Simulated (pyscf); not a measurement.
PySCF, gas phase, ωB97X-D3(BJ)/def2-SVP geometries.

### Question
Estimate the classical barrier height and the reaction energy of H₃C–Zn–Cl + HCl → CH₄ + Cl–Zn–Cl at ωB97M-D3(BJ)/def2-TZVP. The step runs on the singlet surface, breaks C–Zn, Cl–H and forms C–H, Cl–Zn; take the separated reactants as zero.

### Answer
ΔE‡ = 13.9 kcal/mol, ΔE = -32.4 kcal/mol. Zero-point energy shifts the barrier by -0.4 kcal/mol. It is a four-centre exchange, with an imaginary mode of 1126i cm⁻¹. This is the saddle that the search found; another between the same sides may lie lower. Elements up to Kr have no core potential and no relativistic terms here.
